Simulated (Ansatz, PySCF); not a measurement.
This Ansatz (a quantum-chemistry and plane-wave program) input computes a CCSD(T)/cc-pVDZ energy:

Ansatz 0.2 input:
```yaml
crystal:
  periodic: [false, false, false]
  atoms:
    - {symbol: C, position_ang: [0.00913574, 0.00173503, -1.20562697]}
    - {symbol: C, position_ang: [-0.00077797, -0.00014775, 0.10266711]}
    - {symbol: H, position_ang: [0.02818759, 0.94008178, -1.73766571]}
    - {symbol: H, position_ang: [-0.00183081, -0.93507619, -1.74059173]}
    - {symbol: O, position_ang: [-0.00956292, -0.00181616, 1.26200208]}
basis:
  gaussian:
    orbitals: cc-pVDZ
magnetization: {spin_polarized: false}
correlation: {method: ccsd_t, electrons: outside_noble_gas}
```

Write an input for the same energy in PySCF and say what it gives.


```python
from pyscf import gto, scf, mp, cc as ccmod

mol = gto.M(
    atom='''
    C     0.00913574    0.00173503   -1.20562697
    C    -0.00077797   -0.00014775    0.10266711
    H     0.02818759    0.94008178   -1.73766571
    H    -0.00183081   -0.93507619   -1.74059173
    O    -0.00956292   -0.00181616    1.26200208
    ''',
    basis='cc-pvdz',
    charge=0,
    spin=0,
    verbose=4,
)

mf = scf.RHF(mol)
mf.conv_tol = 1e-10
mf.max_cycle = 100
mf.kernel()
mp2 = mp.MP2(mf, frozen=3).run()
cc = ccmod.CCSD(mf, frozen=3)
cc.max_cycle = 100
cc.kernel()
et = cc.ccsd_t()
print(f'E(CCSD(T)) = {cc.e_tot + et:.9f}')
```
It gives -152.20848 Eh, and Ansatz -152.20848 Eh, a difference of 0.00 mEh.
